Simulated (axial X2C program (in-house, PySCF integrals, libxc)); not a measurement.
# Correcting the dissociation energy of NaO for spin–orbit coupling

A spin-free PBE0 curve (one-electron X2C) was computed with an axial X2C code built on PySCF integrals, basis Na dyall-cv3z [9s8p5d2f], O dyall-av3z [7s6p3d2f] (cores contracted in-house), for the state M_S = 1/2, Λ = 1 (beyond evenly filled blocks: π+α, π+β, π-α). It gives D0 = 2.419 eV to Na + O, which in a spin-free picture are the weighted means of the ground terms.

Measured levels of the ground terms (NIST Handbook of Basic Atomic Spectroscopic Data), in cm⁻¹: Na 2S: J = 1/2 at 0; O 3P: J = 2 at 0, J = 1 at 158.3, J = 0 at 227.

The two components of the molecular doublet are 122 cm⁻¹ apart in the PBE0 2c search (Ω = 3/2 lower), so the lower one lies 61 cm⁻¹ under their mean.

Task: How far does each ground level lie under the (2J+1)-weighted mean of its term?

Result: Na: a single level, 0; O: (5 × 0 + 3 × 158.3 + 1 × 227)/9 = 78 cm⁻¹.

Task: Correct D0.

Result: D0 = 2.419 + (61 − 78)/8065.5 = 2.417 eV at PBE0 with these spin–orbit terms.

Second-order spin–orbit effects in the molecule, which grow quickly with Z, are left out. One determinant describes the state; a PBE0 search over occupations chose it and may have missed a lower one. De is counted from the lowest determinant-based energies of the atoms at the same level, without counterpoise correction. Other states lie close and PBE0, whose exact exchange favours high spin, may order them wrongly; the determinant shown need not be the ground state. The nearest other spin-free determinant of the search, M_S = 1/2, Λ = 0, lies 0.18 eV up at the distance of the search. The functionals have no current-density term, which raises determinants with orbital currents, atoms included.
